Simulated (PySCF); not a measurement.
A species of formula S2F2 has this rotational fingerprint, computed with PBE0-D3(BJ)/def2-SVP geometry optimisation, gas phase in PySCF 2.14.0:

```
Rotational constants : A = 7914, B = 3879, C = 2959 MHz
Dipole components    : |μa| = 0.26 D, |μb| = 0.00 D, |μc| = 1.29 D
Inertial defect      : -23.37 u·Å²
κ                    : -0.63
```

Task: Which candidate fits, each taken in the one conformer that was computed?
A. `[F:1][S:2][S:3][F:4]` with F1–S2–S3–F4 -89° (difluorodisulfane)
B. `FS(=S)F` (thio-thionyl fluoride)

Result: B. It is FS(F)=S, an asymmetric top, point group Cs. The candidates at the same level (rigid rotor, commonest isotopes):

```
 SMILES  A (MHz)  B (MHz)  C (MHz)  μa (D)  μb (D)  μc (D)  Δ (u·Å²)  point group                        rotor
FS(F)=S     7914     3879     2959    0.26    0.00    1.29    -23.37           Cs               asymmetric top
   FSSF    11001     2716     2526    0.00    1.69    0.00    -31.95           C2  near-prolate asymmetric top
```

`FSSF` has A 39 % too high. In the right answer the mirror of this Cs structure is the ac plane, so μb vanishes by symmetry. No structure here is proved a minimum.
